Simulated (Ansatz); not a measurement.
System: trigonal Se. Method: rVV10 (Ansatz, an electronic-structure program, PAW).

Settings: plane-wave cutoff 520 eV, 12×12×8 k mesh (along the axes of the cell as run), Fermi–Dirac smearing 0.01 eV, scalar-relativistic PAW data made under PBE.

Energies at three volumes about the minimum:

```csv
V (Å³/atom),E − E_lowest (meV/atom)
26.244,0.75
26.779,0.00
27.315,0.74
```

Task: Fit a parabola by hand: where is the minimum, and what is the bulk modulus?

Result: Slopes: (0.00 − 0.75)/(26.779 − 26.244) = -1.402 and (0.74 − 0.00)/(27.315 − 26.779) = 1.381 meV/Å³. Curvature E″ = 2 × (1.381 − (-1.402))/(27.315 − 26.244) = 5.197 meV/Å⁶. From the middle of the first interval, the slope vanishes at V0 = 26.5115 − (-1.402)/5.197 = 26.781 Å³/atom. B = V0 E″ = 26.781 × 5.197 meV/Å³ × 0.1602 GPa per meV/Å³ = 22.3 GPa. The full Birch–Murnaghan fit to all volumes gives V0 = 26.765 Å³/atom and B0 = 22.3 GPa.

Shape and atoms are relaxed at each volume.

Note: the bulk modulus comes from volumes at which shape and atoms were relaxed.
